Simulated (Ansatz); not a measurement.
Input for Ansatz (development build ahead of 0.2.0):

```yaml
crystal:
  periodic: [false, false, false]
  atoms:
    - { symbol: "N", position_ang: [0.06535, -0.034, -1.80551] }
    - { symbol: "N", position_ang: [-0.05914, 0.0074, -0.05691] }
    - { symbol: O, position_ang: [-0.06001, 0.00251, 1.6122] }
basis:
  gaussian: { orbitals: def2-SVP }
hamiltonian:
  xc: hf
```

The input is written out in the form of the current development build from the run's settings.

Output:

```json
{
 "Converged": "yes",
 "Total energy": "-183.04710 hartree",
 "Spin squared of the determinant": "0.000"
}
```

Caution: stretched shape with no unrestricted run beside it, a lower state can exist.
